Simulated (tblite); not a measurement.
Compound: C3H5NO.
Structure used (GFN2-xTB), in Å, numbered top down from 1:
```
atom  x, y, z in Å
N1    -1.372   -0.484    0.304
C2    -0.742    0.659    0.034
C3     0.599    0.724   -0.212
C4     1.420   -0.442   -0.189
O5     1.038   -1.584    0.042
H6    -2.356   -0.525    0.495
H7    -0.780   -1.314    0.323
H8    -1.346    1.560    0.012
H9     1.058    1.673   -0.429
H10    2.490   -0.262   -0.403
```

Computed geometry: GFN2-xTB, gas phase.

Masses are those of the commonest isotopes; rigid-rotor values at the optimised geometry. The values belong to one conformer with, in the numbering `[NH2:1]/[CH:2]=[CH:3]\[CH:4]=[O:5]`, C2–C3–C4–O5 0°.

(1) Give the principal moments of inertia and the rotational constants in MHz.

(2) What kind of rotor is it?

(3) Is it planar, by Δ = Ic − Ia − Ib?

(4) List the rotational levels J(Ka,Kc) to J = 5 (MHz).

## Answers

(1) Ia = 51.27, Ib = 103.08, Ic = 154.35 u·Å²; 505379 MHz·u·Å²/I gives A = 9858, B = 4903, C = 3274 MHz.

(2) An asymmetric top. Ray's parameter κ = (2B − A − C)/(A − C) = -0.505; −1 is the prolate and +1 the oblate limit.

(3) Planar: Δ = Ic − Ia − Ib = 0.00 u·Å². For a rigid frame Δ = −2 Σ m c², so it vanishes when all atoms lie in the ab plane; here none is more than 0.01 Å from it.

(4) Above 0(0,0):
J = 1: 1(0,1) 8177, 1(1,1) 13132, 1(1,0) 14760
J = 2: 2(0,2) 24191, 2(1,2) 27857, 2(1,1) 32743, 2(2,1) 47608, 2(2,0) 47948
J = 3: 3(0,3) 47450, 3(1,3) 49751, 3(1,2) 59476, 3(2,2) 72139, 3(2,1) 73750, 3(3,1) 101180, 3(3,0) 101225
J = 4: 4(0,4) 77392, 4(1,4) 78638, 4(1,3) 94612, 4(2,3) 104579, 4(2,2) 108951, 4(3,2) 134452, 4(3,1) 134762, 4(4,1) 174346, 4(4,0) 174351
J = 5: 5(0,5) 113750, 5(1,5) 114355, 5(1,4) 137604, 5(2,4) 144712, 5(2,3) 153570, 5(3,3) 176108, 5(3,2) 177284, 5(4,2) 215983, 5(4,1) 216027, 5(5,1) 267213, 5(5,0) 267213

Its GFN2-xTB frequencies are all real (lowest 193 cm⁻¹). Zero-point vibration and centrifugal distortion are left out.
